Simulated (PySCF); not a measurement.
Zinc-blende GaP was calculated with PBE in PySCF (GTH pseudopotentials, Gaussian basis, DZ basis).

The same calculation (at the measured cell, 20.240 Å³/atom) with different numerical settings:

```
run  k mesh  gap on the mesh (eV)  total energy (eV/atom)
---  ------  --------------------  ----------------------
1     2×2×2                 1.501              -1103.8839
2     3×3×3                 1.761              -1104.7562
3     4×4×4                 1.674              -1104.9387
```

In the column total energy (eV/atom) the first row differs from the last by +1.0548 and the next to last by +0.1825.

The last row is no converged limit: other settings stay fixed.

Spin–orbit coupling is not included.
